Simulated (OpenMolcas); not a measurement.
# One shape, several levels: doublet [BH3]+

We compute a comparison of 6 runs (UHF/3-21G, UB3LYP/3-21G, UM06-2X/3-21G, USVWN5/3-21G, ROMP2/3-21G, ROCCSD(T)/3-21G) of doublet [BH3]+. 

The results are computed with OpenMolcas 26.06.

1 further run of the same task is left out (set aside as unsound or not needed).

### Step 1. The system as given

The species is [BH3]+ (4 atoms), meant as a doublet with charge +1. As SMILES of the parent species, `B`. The shape is that of a PBE0-D4/def2-TZVP optimisation. That shape belongs to the parent species and isn't relaxed for this state.

Bond lengths: B1–H2 1.193 Å, B1–H3 1.193 Å, B1–H4 1.193 Å. Angles: H2–B1–H3 120.0°, H2–B1–H4 120.0°, H3–B1–H4 120.0°.

### Step 2. A single-point energy at UHF/3-21G (run 1)

The input, calc.input:

```
&gateway
  baslib=$CurrDir
  coord
  4
  bohr
  B      0.02626719    -0.02853486    -0.00963760
  H      1.85608900     0.72130846     1.07487622
  H     -0.52194236    -2.21438107     0.08125822
  H     -1.25553404     1.40765699    -1.18466931
  basis=3-21G
  group=NoSym

&seward

&scf
  uhf
  charge=1
  spin=2
  thresholds=1e-10 1e-07 1e-07 1e-05
  prorbitals=1 1
```

The basis set 3-21G is read from a file made from the Basis Set Exchange's data (not shown).

The run is started by

```bash
export MOLCAS_MEM=1860
pymolcas calc.input > calc.log
```

What it wrote:

```text
--- Start Module: gateway ---
[...]
--- Stop Module: gateway /rc=_RC_ALL_IS_WELL_ ---
--- Start Module: seward ---
[...]
      Basis functions           15
--- Stop Module: seward /rc=_RC_ALL_IS_WELL_ ---
--- Start Module: scf ---
[...]
       Convergence after  72 Iterations
[...]
::    Total SCF energy                                -25.7729833047
[...]
      Total spin, S                                     0.5124755746
[...]
      Total electronic charge=    7.000000
      Total            charge=    1.000000
[...]
      Dipole Moment (debye):
      Origin of the operator (angstrom)=    0.0139   -0.0151   -0.0051
                   X=  2.2821E-01               Y=  9.1842E-01               Z= -3.9632E-02           Total=  9.4718E-01
      Center of Charge (angstrom)
[...]
--- Stop Module: scf /rc=_RC_ALL_IS_WELL_ ---
[...]
```

Wall time 2.5 s (1 thread of Arm Neoverse V2, shared host); peak memory 0.37 GiB.

### Step 3. The energy at UB3LYP/3-21G (run 2)

The input, calc.inp:

```
* BH3 Kohn-Sham DFT

&GATEWAY
 BasLib
 $CurrDir
 Coord
 4
 bohr
 B      0.02626719    -0.02853486    -0.00963760
 H      1.85608900     0.72130846     1.07487622
 H     -0.52194236    -2.21438107     0.08125822
 H     -1.25553404     1.40765699    -1.18466931
 Basis
 3-21G
 Group
 NoSym

&SEWARD
 GridInput
 Grid=UltraFine
 End of Grid

&SCF
 UHF
 Charge
 1
 Spin
 2
 KSDFT
 B3LYP
 Thresholds
 1e-10 1e-07 1e-07 1e-05
 PrOrbitals
 1 1
```

The basis set 3-21G is read from a file made from the Basis Set Exchange's data (not shown).

The run is started by

```bash
export MOLCAS_MEM=1860
pymolcas calc.inp > calc.log
```

What it wrote:

```text
--- Start Module: gateway ---
[...]
--- Stop Module: gateway /rc=_RC_ALL_IS_WELL_ ---
--- Start Module: seward ---
[...]
      Basis functions           15
--- Stop Module: seward /rc=_RC_ALL_IS_WELL_ ---
--- Start Module: scf ---
[...]
       Convergence after  34 Iterations
[...]
::    Total KS-DFT energy                             -25.9735238285
[...]
      Total spin, S                                     0.5030253327
[...]
      Total electronic charge=    7.000000
      Total            charge=    1.000000
[...]
      Dipole Moment (debye):
      Origin of the operator (angstrom)=    0.0139   -0.0151   -0.0051
                   X=  2.3981E-01               Y=  9.5601E-01               Z= -3.9701E-02           Total=  9.8643E-01
      Center of Charge (angstrom)
[...]
--- Stop Module: scf /rc=_RC_ALL_IS_WELL_ ---
[...]
```

It took 11 s on 1 thread of Arm Neoverse V2, shared host; peak memory 0.37 GiB.

### Step 4. The energy at UM06-2X/3-21G (run 3)

The input, calc.input:

```
>>> EXPORT MOLCAS_PRINT=2

&GATEWAY
 BASLIB=$CurrDir
 COORD
 4
 bohr
 B      0.02626719    -0.02853486    -0.00963760
 H      1.85608900     0.72130846     1.07487622
 H     -0.52194236    -2.21438107     0.08125822
 H     -1.25553404     1.40765699    -1.18466931
 BASIS=3-21G
 GROUP=NoSym

&SEWARD
 GRIDINPUT
 Grid=UltraFine
 End of Grid

&SCF
 UHF
 CHARGE=1
 SPIN=2
 KSDFT=M062X
 THRESHOLDS=1e-10 1e-07 1e-07 1e-05
 PRORBITALS=1 1
```

The basis set 3-21G is read from a file made from the Basis Set Exchange's data (not shown).

The run is started by

```bash
export MOLCAS_MEM=1860
pymolcas calc.input > calc.log
```

What it wrote:

```text
--- Start Module: gateway ---
[...]
--- Stop Module: gateway /rc=_RC_ALL_IS_WELL_ ---
--- Start Module: seward ---
[...]
      Basis functions           15
--- Stop Module: seward /rc=_RC_ALL_IS_WELL_ ---
--- Start Module: scf ---
[...]
       Convergence after  23 Iterations
[...]
::    Total KS-DFT energy                             -25.9437498812
[...]
      Total spin, S                                     0.5029413897
[...]
      Total electronic charge=    7.000000
      Total            charge=    1.000000
[...]
      Dipole Moment (debye):
      Origin of the operator (angstrom)=    0.0139   -0.0151   -0.0051
                   X=  2.3484E-01               Y=  9.3636E-01               Z= -3.8921E-02           Total=  9.6615E-01
      Center of Charge (angstrom)
[...]
--- Stop Module: scf /rc=_RC_ALL_IS_WELL_ ---
[...]
```

Run time: 9.3 s. Hardware: 1 thread of Arm Neoverse V2, shared host; peak memory 0.37 GiB.

Runs 4 to 5 aren't shown in full; the table further down has their settings and results.

### Step 5. A single-point energy at ROCCSD(T)/3-21G (run 6)

Changes to calc.inp since step 3:

```diff
@@ -1,2 +1,2 @@
-* BH3 Kohn-Sham DFT
+>>> EXPORT MOLCAS_PRINT=2
 
@@ -18,5 +18,2 @@
 &SEWARD
- GridInput
- Grid=UltraFine
- End of Grid
 
@@ -28,4 +25,2 @@
  2
- KSDFT
- B3LYP
  Thresholds
@@ -34 +29,33 @@
  1 1
+
+&RASSCF
+ FileOrb
+ $Project.UnaOrb
+ Spin
+ 2
+ Nactel
+ 1 0 0
+ Inactive
+ 3
+ Ras2
+ 1
+ OutOrbitals
+ Canonical
+ OrbListing
+ Nothing
+
+&MOTRA
+ JobIph
+ Frozen
+ 1
+
+&CCSDT
+ CCT
+ Triples
+ 3
+ Iterations
+ 80
+ Accuracy
+ 1e-08
+ Extrapolation
+ 5 4
```

The basis set 3-21G is read from a file made from the Basis Set Exchange's data (not shown).

The run is started by

```bash
export MOLCAS_MEM=1860
pymolcas calc.inp > calc.log
```

What it wrote:

```text
--- Start Module: gateway ---
[...]
--- Stop Module: gateway /rc=_RC_ALL_IS_WELL_ ---
[...]
      Basis functions           15
[...]
       Convergence after  72 Iterations
[...]
::    Total SCF energy                                -25.7729833047
[...]
      Total spin, S                                     0.5124755746
[...]
      Number of active orbitals                  1
[...]
      Spin quantum number                      0.5
[...]
      Active orbitals                            1
[...]
      Number of CSFs                             1
[...]
      Number of root(s) required                 1
[...]
      Convergence after 24 iterations
[...]
      printout of CI-coefficients larger than  0.05 for root  1
      energy=     -25.769255
      conf/sym  1     Coeff  Weight
             1  u   1.00000 1.00000
      Natural orbitals and occupation numbers for root  1
      sym 1:   1.000000
      ************************************************************************************************************************
      *                                                    Final results                                                     *
[...]
::    RASSCF root number  1 Total energy:    -25.76925547
[...]
      Total electronic charge=    7.000000
      Total            charge=    1.000000
[...]
      Dipole Moment (debye):
      Origin of the operator (angstrom)=    0.0139   -0.0151   -0.0051
                   X= -8.0550E-01               Y=  9.0289E-01               Z= -7.3868E-01           Total=  1.4176E+00
      Center of Charge (angstrom)
[...]
--- Start Module: motra ---
[...]
      *** WARNING: Default frozen orbitals is overwritten by user input.
      *** Default values:   1
[...]
--- Stop Module: motra /rc=_RC_ALL_IS_WELL_ ---
--- Start Module: ccsdt ---
[...]
      Convergence after                    14  Iterations
      Total energy (diff) :     -25.83368694       0.00000000
[...]
 METHOD                       : CCSD+T(CCSD)+<T3(1)WT1>+<T3(1)UT2> = CCSD(T)
[...]
       CCSD     =       -25.8336869397133
[...]
--- Stop Module: ccsdt /rc=_RC_ALL_IS_WELL_ ---
[...]
```

It took 3.6 s on 1 thread of Arm Neoverse V2, shared host; peak memory 0.37 GiB.

### Step 6. Overview of the runs

| run | level | integration grid | frozen core orbitals | energy (Eh) | HOMO energy (eV) | LUMO energy (eV) | ⟨S²⟩ | wall time |
| --- | --- | --- | --- | --- | --- | --- | --- | --- |
| 1 | UHF/3-21G | – | – | -25.772983 | -22.09 | -11.74 | 0.775 | 2.5 s |
| 2 | UB3LYP/3-21G | UltraFine | – | -25.973524 | -18.58 | -16.83 | 0.756 | 11 s |
| 3 | UM06-2X/3-21G | UltraFine | – | -25.943750 | -20.08 | -15.26 | 0.756 | 9.3 s |
| 4 | USVWN5/3-21G | UltraFine | – | -25.631343 | -17.63 | -17.21 | 0.752 | 8.7 s |
| 5 | ROMP2/3-21G | – | 1 | -25.818254 | – | – | – | 3.6 s |
| 6 | ROCCSD(T)/3-21G | – | 1 | -25.834485 | – | – | – | 3.6 s |

### Step 7. Summary of results

| quantity | value |
| --- | --- |
| run 6: total energy | -25.83448 Eh |
| run 6: (T) correction | -0.80 mEh |

**Reading.** Totals of different functionals can't be ranked against each other. All runs together took 39 s, the longest 11 s.
